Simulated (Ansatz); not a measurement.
We consider GaS (P6₃/mmc, No. 194), described by LDA in Ansatz (PAW).

Settings: plane-wave cutoff 520 eV, 12×12×4 k mesh (along the axes of the cell as run), Fermi–Dirac smearing 0.01 eV, scalar-relativistic PAW data made under PBE.

Cell (relaxed at this level):

```yaml
crystal:
  lattice:
    - [3.53650, 0.00000, 0.00000]
    - [-1.76825, 3.06270, 0.00000]
    - [0.00000, 0.00000, 15.23994]
  atoms:
    - { symbol: Ga, position: [0.33333, 0.66667, 0.17095] }
    - { symbol: Ga, position: [0.66667, 0.33333, 0.67095] }
    - { symbol: Ga, position: [0.33333, 0.66667, 0.32905] }
    - { symbol: Ga, position: [0.66667, 0.33333, 0.82905] }
    - { symbol: S, position: [0.33333, 0.66667, 0.60017] }
    - { symbol: S, position: [0.66667, 0.33333, 0.10017] }
    - { symbol: S, position: [0.33333, 0.66667, 0.89983] }
    - { symbol: S, position: [0.66667, 0.33333, 0.39983] }
```

### Question
What does this level give for the band gap and smallest direct gap on the k points sampled?

### Answer

- band gap: 1.37 eV (indirect)
- smallest direct gap on the k points sampled: 1.68 eV

Spin–orbit coupling is not included.

The computed numbers hold no vibrational or temperature effects.

The result took about 60 core-seconds (a rough figure).

Ansatz is a quantum-chemistry and plane-wave program.
